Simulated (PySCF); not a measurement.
Field gradients at the hydrogen positions

Species: C4H7F.
Geometry (PBE0-D3(BJ)/def2-SVP, Å), atoms numbered from 1 in this order:
```xyz
12
C4H7F angstrom
C      1.956    0.110    0.030
C      0.563   -0.393    0.211
C     -0.543    0.295   -0.074
C     -1.955   -0.140    0.070
F     -0.448    1.547   -0.560
H      1.959    1.143   -0.343
H      2.516    0.085    0.980
H      2.517   -0.514   -0.685
H      0.420   -1.403    0.604
H     -2.505    0.552    0.728
H     -2.015   -1.152    0.490
H     -2.464   -0.130   -0.908
```

Level: PBE0/pcSseg-1 (PySCF, non-relativistic); Q(2H) = 0.00286 b; rigid geometry, the same for H and D, with no vibrational averaging.

Problem. Rank these positions by the coupling χzz of a deuteron there, largest first.
A. H11 (methyl hydrogen)
B. H9 (vinylic hydrogen)
C. H8 (methyl hydrogen)

Solution. B (205 kHz), A (199 kHz), C (194 kHz).

Problem. What are Vzz, η and χzz (234.96 MHz × Q × Vzz) at all hydrogens?

Solution. 
```json
{"atom": "H6", "bonded to": "C1", "bond length (Å)": "1.098", "Vzz (au)": "0.2924", "η": "0.03", "χzz (kHz)": "196"}
{"atom": "H7", "bonded to": "C1", "bond length (Å)": "1.103", "Vzz (au)": "0.2895", "η": "0.03", "χzz (kHz)": "195"}
{"atom": "H8", "bonded to": "C1", "bond length (Å)": "1.103", "Vzz (au)": "0.2889", "η": "0.03", "χzz (kHz)": "194"}
{"atom": "H9", "bonded to": "C2", "bond length (Å)": "1.094", "Vzz (au)": "0.3054", "η": "0.10", "χzz (kHz)": "205"}
{"atom": "H10", "bonded to": "C4", "bond length (Å)": "1.102", "Vzz (au)": "0.2874", "η": "0.03", "χzz (kHz)": "193"}
{"atom": "H11", "bonded to": "C4", "bond length (Å)": "1.097", "Vzz (au)": "0.2957", "η": "0.04", "χzz (kHz)": "199"}
{"atom": "H12", "bonded to": "C4", "bond length (Å)": "1.102", "Vzz (au)": "0.2872", "η": "0.03", "χzz (kHz)": "193"}
```

Problem. How does χzz go with the bond length over the 7 C–H bonds?

Solution. A straight-line fit has a slope of -11.7 kHz for each 0.01 Å, with a correlation coefficient of -0.95, over lengths from 1.094 to 1.103 Å. The longer bonds have the smaller couplings here.

Problem. A static deuteron (I = 1) shows a doublet split by (3/2)χ, (3/4)χ(1 + η) and (3/4)χ(1 − η) with the field along z, y and x of the gradient. What are these for H11?

Solution. With |χ| = 198.7 kHz and η = 0.041: 298, 155 and 143 kHz, to first order and without motion.

Geometry: PBE0-D3(BJ)/def2-SVP; no solvent, vibrations or thermal averaging. With so small a basis the couplings can be 20 % off.
